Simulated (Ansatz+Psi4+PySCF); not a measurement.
A calculation with Psi4 1.11.

```
molecule {
0 3
C 0.300000 0.300000 0.300000
H -0.733180 0.604080 0.299700
H 1.235480 0.828640 0.226960
}

set basis cc-pVTZ
set reference uhf
set scf_type pk
set mp2_type conv
set cc_type conv
set num_frozen_docc 1
energy('mp2')
```

The input is written out from the run's settings.

Output:

- Converged: yes
- Reference energy: -38.93771 hartree
- Correlation energy: -0.11773 hartree
- Total energy: -39.05544 hartree
- Spin squared of the determinant: 2.016
- Occupied orbitals by symmetry in an Abelian subgroup (alpha; beta): 4 Ap 1 App; 3 Ap
